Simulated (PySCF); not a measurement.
C₄H₇F.
Z-matrix (Å and degrees, PBE0-D3(BJ)/def2-SVP geometry), rows numbered from 1:
```
C 
C   1  1.4913
C   2  1.3341  1  125.21
C   3  1.4912  2  124.23  1   179.97
F   4  1.3689  3  112.00  2    -0.20
H   1  1.1001  2  111.93  3     0.18
H   1  1.1029  2  111.11  3   121.12
H   1  1.1030  2  111.09  3  -120.75
H   2  1.0962  1  117.22  3  -179.99
H   3  1.0976  2  120.50  1     0.01
H   4  1.1066  3  110.37  2  -121.16
H   4  1.1067  3  110.39  2   120.78
```

Linear response at CAM-B3LYP/def2-SVPD (PySCF, frozen core in the response, non-relativistic).

Static isotropic polarisability: 52.52 au (7.78 Å³), principal values 40.7, 48.1, 68.8 au.

(1) What is the polarisability at 1064 nm and at the sodium D line?

(2) What is the isotropic C6 coefficient between two such molecules, C6 = (3/π)∫α(iω)² dω?

(3) Which effective excitation energy ω̄ makes London's formula C6 = (3/4)α²ω̄ exact here?

(4) What three-body coefficient follows from the one-pole estimate C9 = (3/4)·α·C6?

(5) What molar refraction at the D line follows from R = (4π/3)·N_A·α′, with α′ the polarisability volume?

(6) The lowest 6 singlets have (eV, f): 6.95, 0.003; 7.33, 0.486; 7.48, 0.001; 7.74, 0.000; 8.49, 0.005; 8.51, 0.000. What share of the static polarisability do they carry in the sum over states α = Σ f/ω²?

## Answers

(1) 52.97 au at 1064 nm (+0.9 %), 54.05 au at 589.3 nm (+2.9 %). The rise at 589.3 nm is 3.38 times that at 1064 nm; a pure ω² law gives 3.26. The lowest singlet lies at 178 nm, shorter than both wavelengths.

(2) 1168 au (Eh·bohr⁶) by a ten-point quadrature over imaginary frequencies, which is 698 eV·Å⁶ or 67.4 J·nm⁶/mol.

(3) ω̄ = 4·C6/(3α²) = 0.565 Eh = 15.4 eV. A one-pole form α(ω) = α/(1 − ω²/ω̄²) fitted to the 1064 nm value gives 12.6 eV.

(4) 46000 au. This is an estimate from the two numbers above, not a computed integral.

(5) α′ = 8.01 Å³ gives R = 20.20 cm³/mol, for isolated, non-vibrating species.

(6) 6.81 au, 13.0 % of α; the largest term, 6.70 au, is that of the state at 7.33 eV. Their oscillator strengths add up to 0.49. Higher states carry the rest.

One conformer stands for the species.
